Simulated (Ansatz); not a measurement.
# AlH2F (triplet): from Hartree-Fock to the top rungs, def2-TZVPP

The task here is to estimate one member of a computed series from the others.

The runs use Ansatz 0.2.0, Gaussian basis; def2-TZVPP, core rule «outside noble gas», up to 6 orbitals frozen.

To be run: UHF; ROHF; CCSD(T) on UHF.

2 further runs of the same task are left out: 2 set aside as unsound or not needed.

### What is computed

The geometry is a PBE0/def2-TZVP stationary point (not a proven minimum).

4 atoms, charge 0, spin multiplicity 3.

Atoms are counted from 1 here; the program's logs count them from 0.

Bond lengths: Al1–F2 1.669 Å, Al1–H3 1.928 Å, Al1–H4 1.928 Å. Angles: F2–Al1–H3 80.3°, F2–Al1–H4 80.3°, H3–Al1–H4 160.7°.

Coordinates:

```xyz
4
charge 0, multiplicity 3
Al    0.0000    0.0000    0.6741
F     0.0000    0.0000   -0.9945
H     0.0000   -1.9008    0.3505
H     0.0000    1.9008    0.3504
```

Set-up of the first run:

in.yaml

```yaml
crystal:
  periodic: [false, false, false]
  atoms:
    - {symbol: Al, position_ang: [0.000000, 0.000000, 0.674065]}
    - {symbol: F, position_ang: [0.000000, 0.000000, -0.994493]}
    - {symbol: H, position_ang: [0.000000, -1.900804, 0.350451]}
    - {symbol: H, position_ang: [0.000000, 1.900804, 0.350450]}
basis:
  gaussian: {orbitals: def2-TZVPP}
magnetization: {spin_polarized: true, initial_magnetization: 2}
hamiltonian: {xc: hf}
output: {orbitals: {seedname: orbitals}}
```

Launch:

```console
> ansatz run in.yaml --threads 1 --pin off --events-out ev --progress --plain --max-ram 2816MiB --backend cpu
```

Among the steps run: UHF; ROHF; CCSD(T) on UHF.

One of the session's tables, all rows but one given; the rest of the session is left out.

```
  method  from UCCSD(T) (kcal/mol)
    ROHF                   +226.44
     UHF                         ?
    UMP2                    +17.66
   UCCSD                     +7.10
UCCSD(T)                         0
```

Q: Estimate the row for UHF from the others.

The run gave: from UCCSD(T) (kcal/mol): +221.39. In the column «from UCCSD(T) (kcal/mol)» it lies between UMP2 (+17.66) and ROHF (+226.44).

With the free atoms at the same levels and basis (separate runs), the atomisation energy is 7.023 eV at UCCSD(T), 4.652 eV at ROHF.
